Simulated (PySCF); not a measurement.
Dipole moment of molecules with a metal or metalloid centre, at PBE and at PBE0.

Values in D, from PySCF. Where two bases are given, the first is that of PBE. PBE0 is a level with its own limits.

```
system                                                basis   PBE  PBE0  PBE − PBE0
------------------------------------------------  ---------  ----  ----  ----------
[Cl][Ge]([Cl])([Cl])[Ge]([Cl])([Cl])[Cl] singlet  def2-TZVP  0.00  0.00        0.00
Se(GeH3)2 singlet                                 def2-TZVP  1.03  1.15       -0.12
Mg(Cl)(tBu) singlet                               def2-TZVP  3.88  4.17       -0.29
COC(=O)[SiH2][SiH2][SiH3] singlet                  def2-SVP  2.15  2.10        0.05
C[SiH2]B(O)O singlet                              def2-TZVP  1.95  1.93        0.02
CC[Si](F)(F)F singlet                             def2-TZVP  2.95  3.09       -0.14
C=C[SiH2]O singlet                                def2-TZVP  1.88  1.96       -0.08
c1coc([SiH2]c2ccco2)c1 singlet                     def2-SVP  1.13  1.23       -0.10
O=C(O)CCB(O)O singlet                             def2-TZVP  1.00  1.00       -0.01
F[Si](F)(F)[SiH2][SeH] singlet                    def2-TZVP  1.87  1.98       -0.11
O=CCC[SeH] singlet                                def2-TZVP  3.07  3.24       -0.17
[SiH4] singlet                                    def2-TZVP  0.00  0.00        0.00
OB(O)[SiH2][SiH2]c1ccccc1 singlet                  def2-SVP  1.81  1.77        0.04
CC/C=C\[Si](Cl)(Cl)Cl singlet                     def2-TZVP  2.35  2.44       -0.09
C[CH2][Ga]([CH2]C)[CH2]C singlet                   def2-SVP  0.00  0.00        0.00
C#CCC[Si](C)(C)C singlet                           def2-SVP  1.08  1.02        0.05
Bc1ccc(C(F)(F)F)cc1 singlet                        def2-SVP  0.84  1.35       -0.51
O=CC[SiH3] singlet                                def2-TZVP  2.61  2.76       -0.15
B[SiH2]C(C)(C)C singlet                            def2-SVP  0.75  0.65        0.11
B[SiH2][SiH2]SC singlet                           def2-TZVP  0.87  0.75        0.11
CC(C)[SiH2][SiH2]S singlet                         def2-SVP  2.27  2.40       -0.12
[GeH3]/[CH]=C\c1cccs1 singlet                     def2-TZVP  1.41  1.45       -0.04
CC[SiH2][SiH2][SeH] singlet                       def2-TZVP  0.88  0.94       -0.06
Oc1cccc([SeH])c1 singlet                          def2-TZVP  2.00  2.07       -0.06
```

**Question.** What do these rows say about the size and sign of the difference from PBE0?

**Answer.** The mean difference from PBE0 is -0.07 D (median -0.06) and the mean absolute one 0.10 D (median 0.09); PBE lies above in 7 and below in 17 of 24 cases. It is closest for [SiH4] singlet (0.00), [Cl][Ge]([Cl])([Cl])[Ge]([Cl])([Cl])[Cl] singlet (0.00), C[CH2][Ga]([CH2]C)[CH2]C singlet (0.00) and furthest off for Bc1ccc(C(F)(F)F)cc1 singlet (-0.51), Mg(Cl)(tBu) singlet (-0.29), O=CCC[SeH] singlet (-0.17).
